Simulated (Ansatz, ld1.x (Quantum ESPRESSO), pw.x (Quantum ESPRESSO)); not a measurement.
# lithium (Li): one change to the ultrasoft potential, in the atom and in the fcc crystal

lithium, ultrasoft, made with ld1.x (Quantum ESPRESSO) 7.5 (LDA (PW92), scalar-relativistic). Core none, reference 1s2 2s0.5 2p0.5. Waves: 1s (bound): rcut 1.15, rcutus 1.35 bohr; 2s (bound): rcut 1.15, rcutus 1.35 bohr; 2p (bound): rcut 4.45, rcutus 4.80 bohr; 2p channel at 5.05 Ry: rcut 4.45, rcutus 4.80 bohr; 3d channel at 0.4 Ry: rcut 2.90, rcutus 3.45 bohr; 3d channel at 1.7 Ry: rcut 2.90, rcutus 3.45 bohr. Local part: all-electron potential smoothed inside 2.40 bohr (lloc = -1). Core correction: none. Augmentation charge: PSQ, inside the norm-conserving radii.

Change: waves 3d channel at 0.4 Ry: rcut 2.90, rcutus 4.66 bohr; 3d channel at 1.7 Ry: rcut 2.90, rcutus 4.66 bohr.

Cutoffs, loose and tight: the cutoffs (Ry, on a coarse ladder) from which the occupation-weighted sum of valence levels, in a spherical-Bessel basis at the reference potential, stays within 10 and 1 mRy of its value at 400 Ry. They do not see the model core or the augmentation charge, which bear on the density cutoff. Test errors are all-electron minus pseudo excitation energies from the reference, over the configurations 1s2 2s1 2p0; 1s2 2s0 2p0; 1s2 2s0.5 2p0; 1s2 2s0 2p1; 1s1 2s1 2p0 (two spin-polarised tests are not counted in the largest error); variants that change the core or the reference have their own tests.

Crystal test: fcc Li in pw.x 7.5, no spin, 13³ k-points, Fermi–Dirac smearing 0.01 Ry, cutoffs set for each file from its atomic test. The reference is all-electron LAPW (Ansatz 0.2.0) with the same functional, mesh and smearing; V0 and B0 come from Birch–Murnaghan fits to the pressures at five volumes. Errors are pseudo minus all-electron; Δ is the rms difference of the E(V) curves that follow from these fits, minima aligned, over ±6 % about the mean V0. Mesh and smearing are coarse, so the numbers serve the comparison and aren't converged zero-temperature values; the lattice is a test structure that the element need not adopt.

All-electron: a0 = 4.237 Å (V0 = 19.01 Å³/atom), B0 = 14.9 GPa.

**Question.** Does the change bring the crystal closer to the all-electron result?

**Answer.** The mean pressure error goes from +4.01 to +6.59 GPa, so the change moves the solid further from the all-electron pressures. Neither pressure curve crosses zero within the volumes sampled, so no fits are given.

| quantity | base | changed |
| --- | --- | --- |
| outcome (atom) | generated | generated |
| cutoff, loose (atom) | 35 Ry | 35 Ry |
| cutoff, tight (atom) | 50 Ry | 50 Ry |
| bound ghosts (atom) | none | none |
| largest test error (meV) (atom) | test run stopped at test 5 of 7 (negative rho), 4 before it not solved | test run stopped at test 5 of 7 (negative rho), 4 before it not solved |
| cutoffs in pw.x (Ry) | 60/480 | 60/480 |
| mean pressure error (GPa) | +4.01 | +6.59 |

Base: The largest radius (4.80 bohr) exceeds half the bond length (2.83 bohr), so the spheres overlap, which is one possible source of error among others. This is a poor potential for the solid. Atomic configuration tests: test run stopped at test 5 of 7 (negative rho), 4 before it not solved. Changed file: The largest radius (4.80 bohr) exceeds half the bond length (2.83 bohr), so the spheres overlap, which is one possible source of error among others. This is a poor potential for the solid. Atomic configuration tests: test run stopped at test 5 of 7 (negative rho), 4 before it not solved. The atomic cutoffs weigh occupied waves only.
